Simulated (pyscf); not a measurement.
H₂N–B(NH₂)–SH (SMILES NB(N)S) + NH₃ (SMILES N) → H₂N–B(NH₂)–NH₂ (SMILES NB(N)N) + H₂S (SMILES S), a four-centre exchange (singlet surface; B–S, H–N broken, B–N, H–S formed). Structures and frequencies: ωB97X-D3(BJ)/def2-SVP in PySCF. Energies in eV from the separated reactants.

Small-basis levels: PySCF, no dispersion term, spherical d functions. AM1 to PM7: differences of heats of formation from MOPAC, which are fitted to 298 K values and so differ in kind from electronic energies by zero-point and thermal terms. GFN2-xTB: tblite. Cost: rough CPU time at the saddle relative to B3LYP/6-31G*, from one job on a shared machine.

```csv
level,barrier,reaction energy,cost
HF/6-31G*,1.15,-0.20,0.08
BP86/6-31G*,0.57,-0.05,2
PBE/6-31G*,0.50,-0.03,2
B3LYP/STO-3G,1.55,-0.18,0.5
M06-2X/6-31G*,0.58,-0.13,3
B3LYP/def2-SVP,0.68,-0.24,1
GFN2-xTB,0.63,-0.17,under 0.02
AM1,0.62,+0.15,under 0.02
PM7,0.96,+0.04,under 0.02
ωB97M-D3(BJ)/def2-TZVP,0.79,-0.17,–
```

Against the last row the barrier runs from -0.29 (PBE/6-31G*) to +0.76 eV (B3LYP/STO-3G). ωB97M-D3(BJ)/def2-TZVP has limits of its own. On the reactant side the descent ends in an adduct with a B–N contact, 0.14 eV over the separated species and 0.73 eV under the saddle at ωB97X-D3(BJ)/def2-TZVP. On the product side the descent ends in a complex (not fully relaxed), 0.20 eV under the separated species and 1.16 eV under the saddle at ωB97X-D3(BJ)/def2-TZVP. What is counted as formed (B–N) is already present as a longer contact in the reactant adduct; forming that adduct is a step of its own. The products may also form a dative adduct at H₂N–B(NH₂)–NH₂; it and routes through it were not searched. This is the saddle that the search found; another between the same sides may lie lower.
